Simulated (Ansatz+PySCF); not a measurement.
Values are calculated unless marked as measured or tabulated.
## Several solutions for singlet H4O2

```yaml
atoms:
  - { symbol: O, position_ang: [-1.4561, -0.1570, 0.0000] }
  - { symbol: H, position_ang: [-1.9051, 0.6936, 0.0000] }
  - { symbol: H, position_ang: [-0.5160, 0.0878, 0.0000] }
  - { symbol: O, position_ang: [1.3735, 0.1618, 0.0000] }
  - { symbol: H, position_ang: [1.5409, -0.4099, -0.7584] }
  - { symbol: H, position_ang: [1.5409, -0.4099, 0.7584] }
```

Basis set: def2-SVP (spherical functions). Charge 0, multiplicity 1.

CASSCF(2,2) was run from several starts with Ansatz (development build ahead of 0.2.0) and PySCF 2.14.0. The starts are those of the Hartree–Fock orbitals from which the active space was taken at the frontier.

```tsv
run	program	start	converged	energy (hartree)	<S²>
A	Ansatz	stability test followed	yes	-151.95070	0.00
B	Ansatz	atomic start, no search	yes	-151.95070	0.00
C	Ansatz	search for the lowest state	yes	-151.95070	0.00
D	PySCF	program defaults	yes	-151.92968	0.00
```

Task: Which runs reached the lowest solution of this kind, and what is wrong with the others?

Result: A, B, C reached the lowest solution found. Converged but too high: D by 0.57 eV. Convergence only shows a stationary point; in CASSCF the end hangs on which orbitals enter the active space. Caution: other starts end on other solutions of this active space.
